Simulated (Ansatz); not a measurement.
**CH₃OSi+ (SMILES O[C+]=[SiH2]): a rigid scan of the bond length O1–H4**

The task here is to estimate one member of a computed series from the others.

Computed with Ansatz 0.2.0, Gaussian basis. Level: single points in def2-TZVPP.

Levels: PBE-D4, r2SCAN-D4, PBE0-D4, B3LYP-D4, wB97M-V, Hartree-Fock, MP2, CCSD, CCSD(T). The scan takes 0.809, 0.850, 0.911, 0.982, 1.061, 1.146, 1.236, 1.331, 1.430 Å.

Cores are frozen in the correlated methods. B3LYP uses VWN-RPA correlation.

31 further runs of the same task are left out: 31 set aside as unsound or not needed.

**Starting geometry**

The minimum, relaxed at PBE0-D4: SMILES `O[C+]=[SiH2]`, 6 atoms, charge 1, spin multiplicity 1.

Atoms are counted from 1 here; the program's logs count them from 0.

Bond lengths: O1–C2 1.229 Å, O1–H4 0.986 Å, C2–Si3 1.719 Å, Si3–H5 1.469 Å, Si3–H6 1.469 Å. Angles: C2–O1–H4 115.5°, O1–C2–Si3 162.8°, C2–Si3–H5 112.9°, C2–Si3–H6 112.9°, H5–Si3–H6 129.8°.

Coordinates:

```
O    -0.9549   -1.4710   -0.2921
C    -0.2475   -0.4853   -0.0985
Si    0.2831    1.1150    0.2352
H    -0.4718   -2.3074   -0.4903
H     0.6548    1.8587   -0.9761
H     0.7363    1.2900    1.6218
```

Energies of the minimum (eV), from earlier single points: PBE-D4 -10993.46120, r2SCAN-D4 -10998.46221, PBE0-D4 -10994.03516, B3LYP-D4 -11001.64870, wB97M-V -10999.21097, CCSD(T) -10982.84076.

At the minimum the bond length O1–H4 is 0.986 Å.

The first run:

ccsdt-tzvpp/in.yaml

```yaml
crystal:
  periodic: [false, false, false]
  atoms:
    - {symbol: O, position_ang: [-0.954894, -1.471046, -0.292082]}
    - {symbol: C, position_ang: [-0.247536, -0.485279, -0.098483]}
    - {symbol: Si, position_ang: [0.283119, 1.114996, 0.235206]}
    - {symbol: H, position_ang: [-0.558498, -2.157265, -0.454731]}
    - {symbol: H, position_ang: [0.654785, 1.858744, -0.976111]}
    - {symbol: H, position_ang: [0.736308, 1.289968, 1.621782]}
basis:
  gaussian: {orbitals: def2-TZVPP}
total_charge: 1
correlation: {method: ccsd_t}
```

No record of the launch command was kept for these runs.

Among the steps run: O1–H4 = 0.809 Å; O1–H4 = 0.850 Å; O1–H4 = 0.911 Å; O1–H4 = 0.982 Å; O1–H4 = 1.061 Å; O1–H4 = 1.146 Å; O1–H4 = 1.236 Å; O1–H4 = 1.331 Å; O1–H4 = 1.430 Å.

One table of the session follows, with a row left open; its other results are not shown here.

Energies less that of the minimum at the same level (eV):

```
bond length (Å)  PBE-D4  PBE0-D4  B3LYP-D4  wB97M-V  Hartree-Fock
          0.809   1.132    1.036     1.050    1.030         0.837
          0.850   0.618    0.542     0.555    0.538         0.386
          0.911   0.179    0.136     0.145    0.134         0.048
          0.982   0.002    0.000     0.000    0.000        -0.005
0.986 (minimum)   0.000    0.000     0.000    0.000         0.000
          1.061   0.063    0.108     0.097    0.111         0.200
          1.146       ?        ?         ?        ?             ?
          1.236   0.607    0.772     0.724    0.792         1.099
          1.331   0.956    1.194     1.122    1.234         1.662
          1.430   1.294    1.611     1.513    1.680         2.234
```

Estimate the missing values for bond length (Å) = 1.146.

Worked estimate for «PBE-D4». A straight line through the neighbours (1.061, 0.063) and (1.236, 0.607) gives 0.063 + (0.607 − 0.063) × (1.146 − 1.061) / (1.236 − 1.061) = 0.327; a parabola fitted to 4 rows on both sides gives 0.291.

**Answer.** PBE-D4: 0.290; PBE0-D4: 0.391; B3LYP-D4: 0.363; wB97M-V: 0.399; Hartree-Fock: 0.592. In «PBE-D4» the line misses by +0.037 and the parabola by +0.001.

Limits of these values: A polynomial through the near points puts the CCSD(T) minimum 0.004 Å below the PBE0-D4 value. The T1 diagnostic is large here, over the usual mark for main-group molecules (transition-metal compounds often pass it harmlessly), so CCSD(T) itself may be off.
